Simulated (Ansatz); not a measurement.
Consider the formal exchange of groups at a C–Si bond: `C[Si]S` + `CC(C)CS` → `CCC(C)CS` + `[SiH]S`.

Computed with Ansatz on PBE0-D4/def2-TZVP structures; ΔE is electronic, products minus reactants. CCSD(T)/CBS is the MP2 limit (def2-TZVPP, def2-QZVPP) plus CCSD(T) − MP2 in def2-TZVPP, frozen cores. This one scheme is used for every species. DFT in def2-TZVPP. One conformer a species, not always the lowest.

```tsv
level	ΔE (kJ/mol)
ωB97X-V	41.3
MP2/def2-TZVPP	43.4
```

(1) What does CCSD(T)/CBS give? (An estimate is asked.)

Largest T1 diagnostic among the species: 0.016.

Answers

(1) Ansatz gave: +42.6 kJ/mol. The listed levels differ from it by -1.3, 0.8 kJ/mol.
